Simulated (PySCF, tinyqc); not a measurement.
Worked calculation: coupled-perturbed Hartree-Fock on RHF in the sto-3g basis, for CH+, spin multiplicity 1. The lowest restricted solution is unstable here: a spin-polarised one lies 0.0083 hartree lower (PySCF). One step of it, computed by the program tinyqc.

Question. Integrals over molecular orbitals. (pq|rs) = sum C_ip C_jq C_kr C_ls (ij|kl), one index at a time.

coefficients C, order 1C 1s, 1C 2s, 1C 2px, 1C 2py, 1C 2pz, 2H 1s:
```
[[0.994450, -0.250572, 0.103814, 0.000000, 0.000000, 0.083567],
 [0.022008, 0.906994, -0.445197, 0.000000, 0.000000, -0.435562],
 [0.000000, 0.000000, 0.000000, 0.188930, 0.981991, 0.000000],
 [0.000000, 0.000000, 0.000000, 0.981991, -0.188930, 0.000000],
 [0.002843, 0.151268, 0.729778, 0.000000, 0.000000, -0.772871],
 [-0.004168, 0.227089, 0.431160, 0.000000, 0.000000, 1.026046]]
```

core Hamiltonian H = T + V (hartree), order 1C 1s, 1C 2s, 1C 2px, 1C 2py, 1C 2pz, 2H 1s:
```
[[-18.135332, -4.370935, 0.000000, 0.000000, -0.010035, -0.525473],
 [-4.370935, -5.089046, 0.000000, 0.000000, -0.113025, -1.369550],
 [0.000000, 0.000000, -4.017866, 0.000000, 0.000000, 0.000000],
 [0.000000, 0.000000, 0.000000, -4.017866, 0.000000, 0.000000],
 [-0.010035, -0.113025, 0.000000, 0.000000, -4.089406, -1.268775],
 [-0.525473, -1.369550, 0.000000, 0.000000, -1.268775, -2.695893]]
```

Two-electron integrals (ij|kl) in chemists' order, unique and non-zero (hartree):
```
(11|11) 3.541948   (21|11) 0.576921   (21|21) 0.111888   (22|11) 0.854682
(22|21) 0.205284   (22|22) 0.624709   (31|31) 0.020296   (32|31) 0.030858
(32|32) 0.137996   (33|11) 0.852436   (33|21) 0.205335   (33|22) 0.624568
(33|33) 0.672833   (41|41) 0.020296   (42|41) 0.030858   (42|42) 0.137996
(43|43) 0.036269   (44|11) 0.852436   (44|21) 0.205335   (44|22) 0.624568
(44|33) 0.600295   (44|44) 0.672833   (51|51) 0.020296   (52|51) 0.030858
(52|52) 0.137996   (53|53) 0.036269   (54|54) 0.036269   (55|11) 0.852436
(55|21) 0.205335   (55|22) 0.624568   (55|33) 0.600295   (55|44) 0.600295
(55|55) 0.672833   (61|11) 0.068782   (61|21) 0.013269   (61|22) 0.024343
(61|33) 0.024267   (61|44) 0.024267   (61|51) 0.000768   (61|52) 0.001452
(61|55) 0.024502   (61|61) 0.001606   (62|11) 0.194755   (62|21) 0.047550
(62|22) 0.163273   (62|33) 0.159130   (62|44) 0.159130   (62|51) 0.004468
(62|52) 0.033272   (62|55) 0.171393   (62|61) 0.005884   (62|62) 0.060508
(63|31) 0.004425   (63|32) 0.024531   (63|53) 0.006183   (63|63) 0.006666
(64|41) 0.004425   (64|42) 0.024531   (64|54) 0.006183   (64|64) 0.006666
(65|11) 0.178902   (65|21) 0.044191   (65|22) 0.160889   (65|33) 0.153040
(65|44) 0.153040   (65|51) 0.007938   (65|52) 0.054186   (65|55) 0.176398
(65|61) 0.005671   (65|62) 0.070590   (65|65) 0.087519   (66|11) 0.371391
(66|21) 0.092132   (66|22) 0.361687   (66|33) 0.344073   (66|44) 0.344073
(66|51) 0.009545   (66|52) 0.098706   (66|55) 0.396400   (66|61) 0.011483
(66|62) 0.180886   (66|65) 0.231674   (66|66) 0.774606
```

Give: one-electron integrals over orbitals h = C^T H C; Two-electron integrals over orbitals.

Answer.

one-electron integrals over orbitals h = C^T H C (hartree):
```
[[-18.1239, 0.3768, -0.1482, 0.0000, 0.0000, -0.1200],
 [0.3768, -4.1927, 0.2008, 0.0000, 0.0000, 0.5282],
 [-0.1482, 0.2008, -3.7269, 0.0000, 0.0000, 0.6079],
 [0.0000, 0.0000, 0.0000, -4.0179, 0.0000, 0.0000],
 [0.0000, 0.0000, 0.0000, 0.0000, -4.0179, 0.0000],
 [-0.1200, 0.5282, 0.6079, 0.0000, 0.0000, -2.9833]]
```

Two-electron integrals over orbitals (pq|rs), unique and non-zero (hartree):
```
(11|11) 3.5138    (21|11) -0.3303   (21|21) 0.0497    (22|11) 0.7861
(22|21) -0.0118   (22|22) 0.5792    (31|11) 0.1348    (31|21) -0.0175
(31|22) 0.0137    (31|31) 0.0202    (32|11) -0.0958   (32|21) 0.0079
(32|22) 0.0162    (32|31) 0.0141    (32|32) 0.1092    (33|11) 0.7209
(33|21) -0.0103   (33|22) 0.5201    (33|31) -0.0062   (33|32) -0.0429
(33|33) 0.5700    (41|41) 0.0214    (42|41) 0.0264    (42|42) 0.1120
(43|41) -0.0106   (43|42) -0.0371   (43|43) 0.0401    (44|11) 0.8521
(44|21) -0.0102   (44|22) 0.5788    (44|31) 0.0040    (44|32) -0.0527
(44|33) 0.5351    (44|44) 0.6728    (51|51) 0.0214    (52|51) 0.0264
(52|52) 0.1120    (53|51) -0.0106   (53|52) -0.0371   (53|53) 0.0401
(54|54) 0.0363    (55|11) 0.8521    (55|21) -0.0102   (55|22) 0.5788
(55|31) 0.0040    (55|32) -0.0527   (55|33) 0.5351    (55|44) 0.6003
(55|55) 0.6728    (61|11) 0.1091    (61|21) -0.0189   (61|22) -0.0033
(61|31) -0.0050   (61|32) -0.0164   (61|33) 0.0118    (61|44) 0.0031
(61|55) 0.0031    (61|61) 0.0169    (62|11) -0.1761   (62|21) 0.0030
(62|22) -0.0832   (62|31) -0.0135   (62|32) -0.0034   (62|33) -0.0160
(62|44) -0.0932   (62|55) -0.0932   (62|61) 0.0088    (62|62) 0.0819
(63|11) -0.2088   (63|21) 0.0046    (63|22) -0.0626   (63|31) 0.0030
(63|32) 0.0797    (63|33) -0.0734   (63|44) -0.1103   (63|55) -0.1103
(63|61) -0.0056   (63|62) 0.0639    (63|63) 0.1334    (64|41) -0.0079
(64|42) -0.0327   (64|43) -0.0057   (64|64) 0.0218    (65|51) -0.0079
(65|52) -0.0327   (65|53) -0.0057   (65|65) 0.0218    (66|11) 0.5989
(66|21) -0.0047   (66|22) 0.5075    (66|31) 0.0126    (66|32) 0.0884
(66|33) 0.4918    (66|44) 0.4495    (66|55) 0.4495    (66|61) -0.0074
(66|62) 0.0069    (66|63) 0.0690    (66|66) 0.6275
```
